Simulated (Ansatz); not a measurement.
## SiC⁺, doublet: reading a ladder of total energies

Geometry: that of the SiC, singlet, kept fixed.

```
atom   x (Å)   y (Å)   z (Å)
  Si  0.0000  0.0000  0.0000
   C  0.0000  0.0000  1.6358
```

Basis cc-pVDZ; Ansatz 0.2.0. Only valence electrons are correlated (noble-gas cores frozen), which leaves 7 electrons in 26 orbitals. Prefix R: restricted or restricted open-shell reference.

Full CI is exact within this basis and frozen core; it isn't the basis-set limit.

The cluster runs stand on a determinant 0.51 eV above the lowest RHF solution, chosen by trial CCSD; the correlation energy below is counted from it.

Runs differ by some tens of microhartree through their thresholds and, for an open shell, their frozen cores, so steps under 0.03 kcal/mol mean nothing.

```
                                 level  total energy (hartree)
RHF determinant under the cluster runs             -326.212513
                                 RCCSD             -326.420761
                              RCCSD(T)             -326.436434
                                RCCSDT             -326.437567
                             RCCSDT(Q)             -326.439493
                               RCCSDTQ             -326.439260
                               full CI             -326.439477
```

Question: What is the correlation energy at full CI, and what share of it do RMP2 and RCCSDTQ recover?

Answer: E(corr) = -326.439477 − (-326.212513) = -0.226964 hartree = -6.176 eV. RCCSD: -0.208248 / -0.226964 = 91.75 %. RCCSDTQ: -0.226747 / -0.226964 = 99.90 %.

Question: By how many kcal/mol does RCCSD(T) miss full CI (1 hartree = 627.509 kcal/mol), and which steps make up the rest?

Answer: -326.436434 − (-326.439477) = 0.003043 hartree = 1.91 kcal/mol. Steps: RCCSDT − RCCSD(T) = -0.71, RCCSDT(Q) − RCCSDT = -1.21, RCCSDTQ − RCCSDT(Q) = 0.15, full CI − RCCSDTQ = -0.14 kcal/mol. With more than one leading determinant such errors change with state and geometry, and needn't cancel in differences.
